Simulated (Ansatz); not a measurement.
## How far each method lies from UCCSDT(Q) for [Cl···H···O], triplet

Geometry: a point of a hydrogen-transfer path between rigid fragments, not a stationary point.

```csv
atom,x (Å),y (Å),z (Å)
Cl,0.0000,0.0000,-1.4770
H,0.0000,0.0000,0.0670
O,0.0000,0.0000,1.4100
```

Basis cc-pVTZ; Ansatz 0.2.0. Correlated methods freeze the noble-gas cores, which leaves 14 electrons in 72 orbitals. R marks a restricted (for open shells ROHF) determinant, U an unrestricted one. Active spaces: pair = (4e, 4o) about the gap; valence = (14e, 9o) chosen from the atoms' valence shells.

Full CI isn't at hand for all of this; UCCSDT(Q) serves as the reference, and is uncertain by about the last step of the cluster series. The frozen core follows each run's orbitals, which can shift R against U totals by a few meV.

HF rows are the lowest solutions found. Coupled cluster chose its determinant by trial CCSD, here up to 0.45 eV above the lowest Hartree–Fock solution of its kind, and MP2 stands on that determinant too.

```
UHF ⟨S²⟩                            : 2.013
⟨S²⟩ of the determinant under UCCSD : 2.074
T1 diagnostic (RCCSD)               : 0.0430
largest doubles amplitude (RCCSD)   : 0.074
T1 diagnostic (UCCSD)               : 0.0223
```

```json
{"level": "UHF†", "E − E(UCCSDT(Q)) (mEh)": "405.92", "share of correlation (%)": "–", "wall time": "1.9 s"}
{"level": "RMP2", "E − E(UCCSDT(Q)) (mEh)": "57.05", "share of correlation (%)": "86.72", "wall time": "–"}
{"level": "UMP2", "E − E(UCCSDT(Q)) (mEh)": "55.71", "share of correlation (%)": "87.04", "wall time": "–"}
{"level": "RCCSD", "E − E(UCCSDT(Q)) (mEh)": "16.48", "share of correlation (%)": "96.17", "wall time": "–"}
{"level": "UCCSD", "E − E(UCCSDT(Q)) (mEh)": "15.70", "share of correlation (%)": "96.35", "wall time": "–"}
{"level": "RCCSD(T)", "E − E(UCCSDT(Q)) (mEh)": "2.09", "share of correlation (%)": "99.51", "wall time": "34 s"}
{"level": "UCCSD(T)", "E − E(UCCSDT(Q)) (mEh)": "1.96", "share of correlation (%)": "99.54", "wall time": "39 s"}
{"level": "BCCD(T)", "E − E(UCCSDT(Q)) (mEh)": "1.94", "share of correlation (%)": "99.55", "wall time": "4.3 s (H100)"}
{"level": "RCCSDT", "E − E(UCCSDT(Q)) (mEh)": "0.84", "share of correlation (%)": "99.80", "wall time": "–"}
{"level": "UCCSDT", "E − E(UCCSDT(Q)) (mEh)": "0.69", "share of correlation (%)": "99.84", "wall time": "–"}
{"level": "RCCSDT(Q)", "E − E(UCCSDT(Q)) (mEh)": "0.11", "share of correlation (%)": "99.97", "wall time": "25 s (H100)"}
{"level": "CASSCF (pair space)†", "E − E(UCCSDT(Q)) (mEh)": "397.84", "share of correlation (%)": "–", "wall time": "–"}
{"level": "MRCISD (pair space)†", "E − E(UCCSDT(Q)) (mEh)": "45.45", "share of correlation (%)": "–", "wall time": "–"}
{"level": "MRCISD+Q (pair space)†", "E − E(UCCSDT(Q)) (mEh)": "9.41", "share of correlation (%)": "–", "wall time": "3 s (H100)"}
{"level": "CASSCF (valence space)†", "E − E(UCCSDT(Q)) (mEh)": "392.71", "share of correlation (%)": "–", "wall time": "–"}
{"level": "NEVPT2 (valence space)†", "E − E(UCCSDT(Q)) (mEh)": "78.17", "share of correlation (%)": "–", "wall time": "4.9 s"}
{"level": "MRCISD (valence space)†", "E − E(UCCSDT(Q)) (mEh)": "43.12", "share of correlation (%)": "–", "wall time": "–"}
{"level": "MRCISD+Q (valence space)†", "E − E(UCCSDT(Q)) (mEh)": "8.43", "share of correlation (%)": "–", "wall time": "3.5 s (H100)"}
```

A dagger marks rows that describe another state than the reference (another or a broken symmetry, a higher spin or other natural occupations), so the difference isn't the method's error.

The correlation energy at UCCSDT(Q), counted from the determinant under the R cluster runs, is -11.694 eV. That run took 15 s on 2 threads of AMD EPYC 7R13 with a shared H100 80 GB, shared host.

Run but not shown, since their state or frozen core can't be matched to the reference's or they repeat it: RHF.

Times hold each run's SCF and search for its determinant on a shared host, so for small cases they say little of a method's own cost; rows without a card ran on 1 thread of AMD EPYC 7R13.
